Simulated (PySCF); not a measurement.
# Ionisation of 1-ethenylaziridine

Parent: `C=CN1CC1` (C4H7N). Coordinates in Å; atoms count from 1 in this order:
```
C     1.0384    1.4513    0.7914
C     0.7975    0.1346    0.8185
N    -0.3905   -0.4862    0.4515
C    -1.1774   -0.0446   -0.6611
C    -0.4822   -1.3637   -0.6857
H     0.2951    2.1647    0.4259
H     1.9816    1.8457    1.1712
H     1.5475   -0.5643    1.2065
H    -0.7594    0.7473   -1.2959
H    -2.2600    0.0091   -0.5046
H    -1.0440   -2.2929   -0.5403
H     0.3926   -1.4461   -1.3430
```

Level of theory: ωB97X-D3(BJ)/ma-def2-TZVP single points in PySCF, grid level 2; every species was optimised with PBE0-D3(BJ)/def2-SVP. The prefix ma- adds one diffuse s and one diffuse p function on all atoms but H. Zero-point and thermal terms (298.15 K, 1 bar) come from unscaled PBE0-D3(BJ)/def2-SVP harmonic frequencies, with soft modes damped to free rotors in the entropy.

Frontier levels of the parent: HOMO -8.62 eV, LUMO 1.21 eV.

Oxidation to the radical cation:
- Vertical ionisation energy (electronic): 8.44 eV
- Adiabatic ionisation energy (with zero-point energy): 7.84 eV
- Adiabatic, electronic part: 7.87 eV
- Vertical gap at the product's structure: 7.23 eV
- Inner reorganisation energy (four-point): 1211 meV
- Relaxation of product / of parent: 570 / 641 meV
- ⟨S²⟩ of the product: 0.775
- Largest spin populations: C1 0.70, N3 0.41, C2 -0.10
- Largest changes of atomic charge: N3 0.26, C1 0.22
- Distances that move most (Å): C2–N3 1.390 → 1.307; C1–C2 1.339 → 1.397; N3–C5 1.439 → 1.422; C4–C5 1.491 → 1.504
- Potential in DMSO: 5.54 V absolute, 1.01 V against Fc+/Fc computed at 4.53 V (solvation -15 → -235 kJ/mol)

Solvents are IEF-PCM continua (electrostatics only, gas-phase structures); absolute potentials refer to an electron at rest in vacuum. Fc+/Fc in DMSO, 4.53 V, is ωB97X-D3(BJ)/ma-def2-TZVP on PBE0-D3(BJ)/def2-SVP structures with GFN2-xTB thermal terms. Benchmark calculations put it near 5.0 V in acetonitrile and DMSO, so it is about 0.5 V low, and the value against it can read up to that much too high.

Measured values (NIST Chemistry WebBook, evaluated or the median of agreeing entries): vertical ionisation energy 8.75 eV (computed 8.44, difference -0.31); adiabatic ionisation energy 8.20 eV (computed 7.84, difference -0.36).

Structures, frequencies and single points took 9 min of wall time on 1 thread of Arm Neoverse V2 (shared host), launched as `OMP_NUM_THREADS=1 python redox_run.py task.json out`.
